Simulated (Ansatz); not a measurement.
# C2Si: the cost of one run

Computed with Ansatz 0.2.0 (the levels named in each step, unless a step's input says otherwise).

## (1) The system as given

Bond lengths: C1–C2 1.324 Å, C1–Si3 1.910 Å, C2–Si3 1.910 Å. Angles: C1–C2–Si3 69.7°, C2–C1–Si3 69.7°, C1–Si3–C2 40.6°.

Structure file:

```xyz
3

C    -1.0081    0.2577   -0.5366
C    -0.2006    1.1534    0.0105
Si    0.5169   -0.6035    0.2250
```

## (2) A rough first relaxation, PBE-D4/def2-SVP

input.yaml reads:

```yaml
crystal:
  periodic: [false, false, false]
  atoms:
    - { symbol: C, position_ang: [-1.00808, 0.25773, -0.53657] }
    - { symbol: C, position_ang: [-0.20057, 1.15335, 0.01048] }
    - { symbol: Si, position_ang: [0.51687, -0.60346, 0.22497] }
basis:
  gaussian: { orbitals: def2-SVP }
hamiltonian:
  xc: pbe
  dispersion: d4
relax:
  f_tol: 0.03
  max_steps: 200
```

On the command line:

```
$ ansatz run input.yaml --threads 2 --pin off --max-ram 5120MiB --backend cpu --events-out ev --progress --plain --runs-dir out
```

Q: Estimate wall time and peak memory on 2 threads of AMD EPYC 7R43 (Zen 3), shared host.

About 2.7 s, with a peak of 0.099 GiB.
